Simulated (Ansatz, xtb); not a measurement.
**C2H3F−: where a starting geometry ends**

The starting geometry of this gas-phase doublet has its atoms placed at random.

```xyz
6

C    -1.1095    0.8579   -0.0524
C     0.4027    0.3943   -1.6013
F    -0.8266    0.1345   -2.0151
H    -0.3371    0.4584    0.9685
H    -0.3922    0.2446   -0.7816
H    -1.4207    0.8596   -0.9248
```

Task: One run relaxed it with r2SCAN-D4/def2-SVPD. What is a likely outcome?

Result: It ends as a structure given below by its coordinates. Distances that change by over a tenth: C1–H6 (0.93 → 1.10 Å), C2–F3 (1.32 → 1.61 Å). Contacts that open: C1–H5 (1.19 → 2.15 Å). Contacts that close: C1–C2 (2.21 → 1.38 Å), C1–H4 (1.34 → 1.11 Å).

The energy falls by 10.31 eV over 36 steps:

```json
{"step": "1", "E − E(last) (eV)": "10.306"}
{"step": "5", "E − E(last) (eV)": "3.072"}
{"step": "9", "E − E(last) (eV)": "1.570"}
{"step": "13", "E − E(last) (eV)": "0.285"}
{"step": "17", "E − E(last) (eV)": "0.214"}
{"step": "20", "E − E(last) (eV)": "0.033"}
{"step": "24", "E − E(last) (eV)": "0.013"}
{"step": "28", "E − E(last) (eV)": "0.011"}
{"step": "32", "E − E(last) (eV)": "0.001"}
{"step": "36", "E − E(last) (eV)": "0.000"}
```

Final geometry (Å):

```xyz
6

C    -0.8715    0.9243   -0.1821
C    -0.1219    0.4076   -1.2179
F    -0.8805   -0.2340   -2.4846
H    -0.7999    0.5307    0.8481
H     0.6461   -0.3528   -1.0161
H    -1.6557    1.6735   -0.3541
```

From the same start GFN2-xTB ends elsewhere, in pieces: C2H3 + F.

From so rough a start the end depends on the optimiser's path, so another program may land elsewhere. No frequencies were run, so the end isn't proven a minimum. Open shells are spin-unrestricted. Run with Ansatz 0.2.0, 4.7 min on 2 threads of AMD EPYC (Zen 3) (shared host).
